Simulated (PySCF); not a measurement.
hydrazine cation (H4N2), SMILES NN (connectivity only; charge and spin as stated), charge +1, multiplicity 2.

Geometry optimised at ωB97X-D3(BJ)/def2-TZVP. The multiplicity is an assumed one; other spin states were not compared.

Computed with TDA-PBE/def2-TZVPD (PySCF).

Vertical excitations. 

Computed lowest excited states:
```tsv
state	energy (eV)	λ (nm)	f	main pairs
root 1	5.85	212	0.000	α HOMO→LUMO 100 %
root 2	6.63	187	0.004	α HOMO→LUMO+1 99 %
root 3	7.04	176	0.000	α HOMO→LUMO+2 100 %
root 4	7.18	173	0.180	β HOMO→LUMO 90 %
root 5	8.26	150	0.000	β HOMO−1→LUMO 98 %
root 6	9.11	136	0.000	α HOMO→LUMO+3 99 %
root 7	9.36	132	0.000	α HOMO→LUMO+5 98 %
root 8	9.47	131	0.004	α HOMO→LUMO+4 95 %
root 9	9.91	125	0.000	α HOMO→LUMO+6 97 %
root 10	10.20	122	0.000	α HOMO→LUMO+7 92 %, β HOMO→LUMO+1 7 %
```
Unrestricted roots are not spin-pure.
